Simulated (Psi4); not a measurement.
Reaction (SMILES): C#N (CH-N) + 3 [H][H] (H2) → C (CH4) + N (NH3)
B3LYP-D3(BJ)/def2-TZVP geometries, fixed; electronic energies without zero-point terms.
Largest species:
```
C
H 1 1.0892
H 1 1.0892 2 109.47
H 1 1.0892 2 109.47 3 120.00
H 1 1.0892 2 109.47 3 -120.00
```

The energy of full hydrogenation at MP2 with Psi4, in kcal/mol, split into its Hartree-Fock and correlation parts. Density fitting with the program's default auxiliary sets. Cores are frozen. No added dispersion term, no relativity. Functions are those of the species that has most.

```json
[
 {"basis": "aug-cc-pVDZ", "X": "2", "functions": "59", "Hartree-Fock": "-81.99", "MP2": "-77.23"},
 {"basis": "aug-cc-pVTZ", "X": "3", "functions": "138", "Hartree-Fock": "-78.39", "MP2": "-76.03"},
 {"basis": "aug-cc-pVQZ", "X": "4", "functions": "264", "Hartree-Fock": "-78.00", "MP2": "-75.85"}
]
```

Worked estimate of the basis-set limit from each neighbouring pair, with Hartree-Fock from the larger set and the correlation part extrapolated as X^-3.
Correlation parts: X = 2: 4.76, X = 3: 2.36, X = 4: 2.15.
- (2,3): (27·(2.36) - 8·(4.76))/19 = 1.35; with Hartree-Fock -78.39 the estimate is -77.04 kcal/mol.
- (3,4): (64·(2.15) - 27·(2.36))/37 = 2.00; with Hartree-Fock -78.00 the estimate is -76.00 kcal/mol.
The last two estimates differ by 1.04 kcal/mol; the largest set lies 0.15 from the last. Over the last step Hartree-Fock moves by 0.39 and the correlation part by -0.21.
